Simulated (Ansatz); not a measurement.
A nudged elastic band was laid between two geometries of FH3Si + H3P (9 atoms, charge 0, multiplicity 1).

Computed with RKS PBE/def2-SVP (Ansatz).

```
movable images  : 5
climbing image  : yes
spring          : 5.0 eV/Å²
optimiser       : quadratic models (default)
start path      : straight line
force threshold : 0.05 eV/Å
iteration limit : 60
end points      : relaxed
```

Initial state:

```xyz
9
Properties=species:S:1:pos:R:3
Si 0.719 -0.021 -0.273
H 1.182 -0.247 1.136
H 1.845 -0.261 -1.234
H 0.181 1.371 -0.438
F -0.483 -1.090 -0.612
P -3.651 -0.218 1.452
H -2.595 -0.640 0.569
H -3.243 -1.148 2.476
H -2.843 0.838 2.013
```

Final state:

```xyz
9
Properties=species:S:1:pos:R:3
Si -0.834 -0.171 -0.706
H 0.853 0.504 3.232
H 0.589 -0.094 -0.235
H -1.142 0.952 -1.654
F -1.023 -1.587 -1.519
P -2.199 0.005 1.092
H -3.363 -0.395 0.342
H -1.911 -1.337 1.531
H 0.144 0.705 3.008
```

Task: What changes between the two ends?

Result: Bonds broken: Si1–H2, P6–H9. Bonds formed: Si1–P6, H2–H9. FH3Si + H3P becomes FH4PSi + H2.

Task: What energy profile does the band end with?

Result: The run converged. The highest image is number 3 of 0 to 6, 50.1 kcal/mol above the first end and 49.9 kcal/mol above the last; the last end lies 0.2 kcal/mol above the first. Neighbouring images differ by up to 2.1 eV, so the band resolves the path poorly. The order of the stationary point at the top wasn't checked. The orbitals stay closed-shell, which can raise the energy where a bond breaks towards radicals; this wasn't checked here.

```tsv
image	path coordinate (Å)	energy (kcal/mol)	Si1–H2 (Å)	P6–H9 (Å)	Si1–P6 (Å)
0	0.00	0.0	1.50	1.44	4.70
1	1.74	0.4	1.50	1.44	4.30
2	3.48	3.2	1.50	1.44	3.90
3	5.22	50.1	1.68	1.73	2.74
4	6.85	1.7	2.83	2.70	2.28
5	8.48	0.2	4.19	3.35	2.26
6	10.12	0.2	4.34	3.11	2.26
```

Task: What is the geometry of the highest image?

Result: 
```xyz
9
Properties=species:S:1:pos:R:3
Si -0.261 -0.016 0.016
H 0.137 1.004 1.287
H 0.960 -0.805 0.367
H -0.323 1.208 -0.842
F -1.061 -1.102 -0.952
P -2.369 -0.345 1.735
H -3.065 -0.151 0.495
H -2.033 -1.713 1.456
H -0.872 0.503 1.528
```

Time of the run: 3.3 min on 1 thread of Arm Neoverse V2, with other jobs on the host, peak memory 0.14 GiB.
